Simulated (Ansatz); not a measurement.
Compare A (`CC1(C)CO1`) with its isomer B (`OC1CCC1`).

Calculated with Ansatz (gas phase, PBE0-D4/def2-TZVP geometries, no zero-point term in ΔE). CBS: MP2 limit from def2 TZ/QZ plus the TZ coupled-cluster correction, frozen cores. Functionals use def2-TZVPP. B3LYP here is the variant with VWN-RPA as its local correlation; programs differ in this. Each species was taken in one conformer, which may not be the lowest.

(1) Which is lower in electronic energy at CCSD(T)/CBS, and by how much? (Estimate.)

(2) Give E(B) − E(A) in kJ/mol with CCSD/def2-TZVPP, B3LYP, ωB97M-V, r2SCAN-D4, B3LYP-D4, HF/def2-TZVPP, CCSD(T)/def2-TZVPP. (Best estimate.)

Largest T1 diagnostic: 0.010.

## Answers

(1) The calculation gave: B, by 13.3 kJ/mol.

(2) Computed: CCSD/def2-TZVPP -14.2, B3LYP -4.5, ωB97M-V -12.2, r2SCAN-D4 -1.2, B3LYP-D4 -5.0, HF/def2-TZVPP -11.1, CCSD(T)/def2-TZVPP -12.2. None reverses the order clearly.

From PBE to PBE0 (25 % exact exchange), in def2-TZVPP and without D4, E(B) − E(A) moves by −7.1 kJ/mol.
